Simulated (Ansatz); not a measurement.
# CF+ (quintet): wave-function methods side by side, cc-pVTZ

One table from this session's results is given with a row withheld; the runs are named, their logs left out.

Method: cc-pVTZ, core rule «outside noble gas», up to 2 orbitals frozen; program: Ansatz 0.2.0, Gaussian basis.

To be run: UHF; CCSD(T) on ROHF; CCSD(T) on UHF; BCCD(T) on ROHF; CISD as a restricted active space (open shells left free, so some higher excitations enter); CCSDT(Q) on ROHF; CCSDT(Q) on UHF; CASSCF and MRCISD+Q, 10 electrons in 8 orbitals; CASSCF and NEVPT2, 10 electrons in 8 orbitals.

10 further runs of the same task are left out: 3 that didn't finish, 7 set aside as unsound or not needed. Runs told in other sessions of the task aren't counted.

## The geometry

The geometry is a PBE0/def2-TZVP stationary point (not a proven minimum) of the parent state, kept for this charge and spin.

2 atoms, charge 1, spin multiplicity 5.

Atoms are counted from 1 here; the program's logs count them from 0.

Bond lengths: C1–F2 1.207 Å.

Set-up of the first run:

Contents of in.yaml:

```yaml
crystal:
  periodic: [false, false, false]
  atoms:
    - {symbol: C, position_ang: [0.000000, 0.000000, 0.000000]}
    - {symbol: F, position_ang: [0.000000, 0.000000, 1.206700]}
basis:
  gaussian: {orbitals: cc-pVTZ}
total_charge: 1
magnetization: {spin_polarized: true, initial_magnetization: 4}
hamiltonian: {xc: hf}
output: {orbitals: {seedname: orbitals}}
```

Started as:

```
> ansatz run in.yaml --threads 1 --pin off --events-out ev --progress --plain --max-ram 2393MiB
```

Among the steps run: UHF; CCSD(T) on ROHF; CCSD(T) on UHF; BCCD(T) on ROHF; CISD as a restricted active space (open shells left free, so some higher excitations enter); CCSDT(Q) on ROHF; CCSDT(Q) on UHF; CASSCF and MRCISD+Q, 10 electrons in 8 orbitals; CASSCF and NEVPT2, 10 electrons in 8 orbitals.

One table of the session follows, with a row left open; its other results are not shown here.

| method | from UCCSDT(Q) (kcal/mol) |
| --- | --- |
| ROHF | +165.21 |
| UHF | +161.26 |
| RMP2 | +15.13 |
| UMP2 | +15.34 |
| CISD | +8.05 |
| RCCSD | +3.63 |
| UCCSD | +3.53 |
| RCCSD(T) | +0.38 |
| UCCSD(T) | +0.31 |
| BCCD(T) | +0.39 |
| RCCSDT | +0.13 |
| UCCSDT | +0.06 |
| RCCSDT(Q) | +0.08 |
| UCCSDT(Q) | 0 |
| CASSCF valence | +150.32 |
| NEVPT2 valence | +22.26 |
| MRCISD valence | ? |
| MRCISD+Q valence | +1.22 |

Q: Estimate the row for MRCISD valence from the others.

**Answer.** from UCCSDT(Q) (kcal/mol): +7.02. In the column «from UCCSDT(Q) (kcal/mol)» it lies between RCCSD (+3.63) and CISD (+8.05).

Caveats from the session: Restricted and unrestricted rows rest on different reference determinants; a gap between their highest levels can come from leftover correlation error, from unlike frozen cores or from another state.
